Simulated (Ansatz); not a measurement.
# C3H9NS: a ladder of functionals and wavefunction methods

One table from this session's results is given with a row withheld; the runs are named, their logs left out.

Computed with Ansatz 0.2.0, Gaussian basis. Level: functionals in def2-TZVPP, the program's frozen cores in correlated methods.

Levels to be run: PBE-D4, r2SCAN-D4, PBE0-D4, B3LYP-D4, ωB97X-V, ωB97M-V, B2PLYP; CCSD(T)/def2-TZVPP; MP2/def2-QZVPP; extrapolation to the limit.

## The relaxed structure

All runs share one geometry, relaxed beforehand with PBE0-D4 in a triple-zeta def2 set.

SMILES `CNCSC`, 14 atoms, charge 0, spin multiplicity 1.

Atoms are counted from 1 here; the program's logs count them from 0.

Bond lengths: C1–N2 1.448 Å, C1–H6 1.091 Å, C1–H7 1.093 Å, C1–H8 1.099 Å, N2–C3 1.422 Å, N2–H9 1.011 Å, C3–S4 1.845 Å, C3–H10 1.093 Å, C3–H11 1.094 Å, S4–C5 1.796 Å, C5–H12 1.090 Å, C5–H13 1.092 Å, C5–H14 1.092 Å. Angles: N2–C1–H6 109.3°, N2–C1–H7 109.1°, N2–C1–H8 114.3°, H6–C1–H7 107.7°, H6–C1–H8 108.6°, H7–C1–H8 107.7°, C1–N2–C3 115.4°, C1–N2–H9 111.2°, C3–N2–H9 110.8°, N2–C3–S4 114.2°, N2–C3–H10 109.8°, N2–C3–H11 109.4°, S4–C3–H10 107.2°, S4–C3–H11 107.6°, H10–C3–H11 108.4°, C3–S4–C5 98.1°, S4–C5–H12 107.5°, S4–C5–H13 111.2° and more.

The first run:

in.yaml

```yaml
crystal:
  periodic: [false, false, false]
  atoms:
    - {symbol: C, position_ang: [-1.554131, 1.029768, 1.275487]}
    - {symbol: N, position_ang: [-0.655106, 1.452649, 0.222273]}
    - {symbol: C, position_ang: [0.383210, 0.535322, -0.099571]}
    - {symbol: S, position_ang: [-0.210715, -1.066624, -0.796111]}
    - {symbol: C, position_ang: [1.390430, -1.817545, -1.108589]}
    - {symbol: H, position_ang: [-2.276732, 1.823383, 1.473170]}
    - {symbol: H, position_ang: [-0.980391, 0.867819, 2.191998]}
    - {symbol: H, position_ang: [-2.102138, 0.102957, 1.056766]}
    - {symbol: H, position_ang: [-1.166328, 1.721586, -0.607893]}
    - {symbol: H, position_ang: [1.054029, 0.980135, -0.838878]}
    - {symbol: H, position_ang: [0.961535, 0.311018, 0.801865]}
    - {symbol: H, position_ang: [1.212313, -2.796148, -1.554498]}
    - {symbol: H, position_ang: [1.950710, -1.955109, -0.181316]}
    - {symbol: H, position_ang: [1.980114, -1.218313, -1.806104]}
basis:
  gaussian: {orbitals: def2-TZVPP}
hamiltonian: {xc: pbe, dispersion: d4}
output: {forces: true, orbitals: {seedname: orbitals}}
```

Run with:

```console
ansatz run in.yaml --threads 4 --pin off --events-out ev --progress --plain --max-ram 10444MiB
```

Steps of the session up to this table: PBE-D4 (GGA); r2SCAN-D4 (meta-GGA); PBE0-D4 (hybrid); B3LYP-D4 (hybrid); ωB97X-V (range-separated); ωB97M-V (range-separated); B2PLYP (double hybrid); CCSD(T) in def2-TZVPP; MP2 in def2-QZVPP.

One table of the session follows, with a row left open; its other results are not shown here.

| method | atomisation energy (eV) |
| --- | --- |
| PBE-D4 | 54.242 |
| r2SCAN-D4 | ? |
| PBE0-D4 | 53.380 |
| B3LYP-D4 | 53.179 |
| ωB97X-V | 53.245 |
| ωB97M-V | 53.289 |
| B2PLYP | 52.480 |
| HF/def2-TZVPP | 38.208 |
| MP2/def2-TZVPP | 52.116 |
| CCSD/def2-TZVPP | 50.888 |
| CCSD(T)/def2-TZVPP | 51.636 |
| MP2/CBS | 53.504 |
| CCSD(T)/CBS | 53.024 |

Estimate the missing values for r2SCAN-D4.

As computed: atomisation energy (eV): 53.077. In the column «atomisation energy (eV)» it lies between CCSD(T)/CBS (53.024) and B3LYP-D4 (53.179).

Caveats from the session: Free atoms (3 C, 1 N, 1 S, 9 H) were run apart at each level; the atomisation energy is their sum less the molecule, without zero-point or spin-orbit terms.
